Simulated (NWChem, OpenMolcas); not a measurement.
**CH7AlSi: a line through the functionals**

The species is CH7AlSi (10 atoms), meant as a singlet with charge 0. SMILES: `[CH3][AlH][SiH3]`. Geometry: relaxed at PBE0-D4/def2-TZVP.

The HOMO–LUMO gap y, in eV, basis cc-pVDZ; a is the functional's share of exact exchange. Programs: NWChem 7.3.0, OpenMolcas 26.06.

| functional | program | a | y (eV) |
| --- | --- | --- | --- |
| r2SCAN | OpenMolcas | 0 | 4.27 |
| revPBE | OpenMolcas | 0 | 3.83 |
| B3LYP | OpenMolcas | 0.2 | ? |
| PBE0 | NWChem | 0.25 | 5.60 |
| BHLYP | OpenMolcas | 0.5 | 7.38 |

**Question.** Fit y = c + s·a to the known rows and predict B3LYP.

**Answer.** 
1. Means of the 4 rows: a = 0.1875, y = 5.270.
2. Σ(Δa)² = 0.17188, Σ(Δa·Δy) = 1.1375, so the slope is 1.1375/0.17188 = 6.618.
3. Intercept: 5.270 − (6.618) × 0.1875 = 4.029. The largest residual of the fit is 0.24.
4. B3LYP: 4.029 + (6.618) × 0.2 = 5.35 eV.

The run gave 5.23 eV, so the prediction is off by +0.12 eV, within the largest residual. Exact exchange lowers occupied levels and raises empty ones. The rows mix families of semi-local functionals, which the line can't see.
